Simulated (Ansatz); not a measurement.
# Worked example: correlation energy of H$_{2}$B–CH$_{2}$, doublet

Geometry: displaced at random from a stationary point.

```
atom    x (Å)    y (Å)    z (Å)
   B   0.0057   0.0071   0.8071
   C   0.0048  -0.0091  -0.7274
   H   0.1248   1.0814   1.3569
   H  -0.1220  -1.0437   1.3867
   H  -0.1742   0.9110  -1.3850
   H   0.0532  -0.9168  -1.3478
```

Basis cc-pVDZ; Ansatz 0.2.0. Correlated methods freeze the noble-gas cores, which leaves 11 electrons in 46 orbitals. R marks a restricted (for open shells ROHF) determinant, U an unrestricted one.

Full CI isn't at hand for all of this; UCCSDT(Q) serves as the reference, and is uncertain by the last step of the cluster series or more.

UCCSD has a T1 diagnostic of 0.013 and a largest doubles amplitude of 0.03.

Runs differ by some tens of microhartree through their thresholds and, for an open shell, their frozen cores, so steps under 0.03 kcal/mol mean nothing.

```csv
level,total energy (hartree)
UHF,-64.825318
UMP2,-65.027318
UCCSD,-65.064513
UCCSD(T),-65.069878
UCCSDT,-65.070706
UCCSDT(Q),-65.070951
```

What is the correlation energy at UCCSDT(Q), and what share of it do UMP2 and UCCSDT recover?

E(corr) = -65.070951 − (-64.825318) = -0.245633 hartree = -6.684 eV. UMP2: -0.202000 / -0.245633 = 82.24 %. UCCSDT: -0.245388 / -0.245633 = 99.90 %.

By how many kcal/mol does UCCSD(T) miss UCCSDT(Q) (1 hartree = 627.509 kcal/mol), and which steps make up the rest?

-65.069878 − (-65.070951) = 0.001073 hartree = 0.67 kcal/mol. Steps: UCCSDT − UCCSD(T) = -0.52, UCCSDT(Q) − UCCSDT = -0.15 kcal/mol. That is within 1 kcal/mol of the reference in this basis, which itself misses far more of the correlation at the basis-set limit.
